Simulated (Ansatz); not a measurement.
```xyz
5

C    -0.679    1.079    0.167
C    -0.045    0.071    0.011
C     0.678   -1.077   -0.166
N     1.289   -2.045   -0.316
H    -1.243    1.973    0.304
```

Charge 0, multiplicity 1.

List the PBE0/def2-TZVPP orbital energies in eV (Ansatz). (Best estimate.)

Ansatz gave: Occupied: -392.23, -280.18, -280.03, -279.92, -26.23, -22.92, -19.22, -15.78, -11.59, -11.59, -11.13, -9.04, -9.04. Lowest empty: -1.62, -1.62, 1.50, 2.04, 3.49, 3.49, 3.53, 5.09.
